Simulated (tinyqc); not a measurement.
The integration grid: Kohn-Sham R2SCAN on finer and finer grids in the sto-3g basis, for LiH, spin multiplicity 1. Computed by the program tinyqc with PySCF. 

Geometry (angstrom):

| atom | x | y | z |
|---|---|---|---|
| Li | 0.0000 | 0.0000 | 0.0000 |
| H | 0.0000 | 0.0000 | 1.8920 |

Self-consistent on each grid; the net force on the molecule should vanish.

Kohn-Sham energy on Becke grids (radial x angular points per atom):

| grid | points | residual of the electron count | E (hartree) | E - finest (mhartree) | largest net force without grid terms (hartree/bohr) |
|---|---|---|---|---|---|
| 10 x 14 | 274 | 6.89e-02 | -7.98133 | -54.72495 | 4.76e-02 |
| 15 x 26 | 771 | 2.79e-03 | -7.92551 | 1.09293 | 2.45e-02 |
| 20 x 50 | 1988 | 1.77e-03 | -7.92735 | -0.74924 | 3.84e-03 |
| 30 x 86 | 5143 | 6.94e-04 | -7.92688 | -0.27814 | 1.37e-03 |
| 50 x 194 | 19366 | 6.57e-06 | -7.92661 | -0.01260 | 3.06e-05 |
| 75 x 302 | 45227 | -1.36e-06 | -7.92660 | 0.00153 | 1.47e-05 |
| 120 x 590 | 141428 | -2.52e-08 | -7.92660 | 0.00000 | 1.34e-06 |

The energy is within 0.1 mhartree of the finest grid first at 50 x 194. The error has both signs, since quadrature is not variational. The electron count and the net force are cheap signs of a poor grid.
